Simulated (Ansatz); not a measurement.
The first iterations of a band of CHOSi (4 atoms, charge -1, multiplicity 1).

All numbers below come from UKS B3LYP/def2-SVP in Ansatz.

```
movable images  : 5
climbing image  : yes
spring          : 5.0 eV/Å²
optimiser       : quadratic models (default)
start path      : through a guess of the saddle point
force threshold : 0.03 eV/Å
iteration limit : 60
end points      : relaxed
```

First end point:

```xyz
4
Properties=species:S:1:pos:R:3
C -0.351 -0.089 -0.576
Si 0.279 1.025 0.665
O -0.822 -0.730 -1.461
H 0.894 -0.206 1.371
```

Last end point:

```xyz
4
Properties=species:S:1:pos:R:3
C 0.292 0.432 -1.106
Si -0.323 1.253 0.343
O -0.403 -0.674 0.213
H 0.434 -1.011 0.550
```

| iteration | highest image above the first end (eV) | largest band force component (eV/Å) |
| --- | --- | --- |
| 1 | 5.479 | 11.897 |
| 2 | 4.932 | 5.123 |
| 3 | 4.786 | 4.391 |
| 4 | 4.520 | 7.558 |
| 5 | 4.051 | 2.408 |
| 6 | 3.900 | 1.642 |
| 7 | 3.779 | 0.814 |
| 8 | 3.698 | 0.797 |
| 9 | 3.677 | 0.771 |
| 10 | 3.662 | 0.531 |
| 11 | 3.624 | 0.377 |
| 12 | 3.670 | 1.362 |
| 13 | 3.670 | 1.262 |
| 14 | 3.685 | 2.186 |

**Question.** Does the band converge within its limit, and where does its top end?

**Answer.** The forces met the threshold. It ended after 42 iterations with the highest image 3.854 eV above the first end. Neighbouring images differ by up to 1.2 eV, so the band resolves the path poorly. A vibrational analysis at the climbing image gives one clearly imaginary mode, 1347i cm⁻¹: a first-order saddle point. The orbitals stay closed-shell, which can raise the energy where a bond breaks towards radicals; this wasn't checked here. Limits of this set-up: an anion without diffuse functions, the dipole of an ion depends on the origin.

Time of the run: 13 min on 1 thread of Arm Neoverse N1 (shared host), peak memory 0.21 GiB.
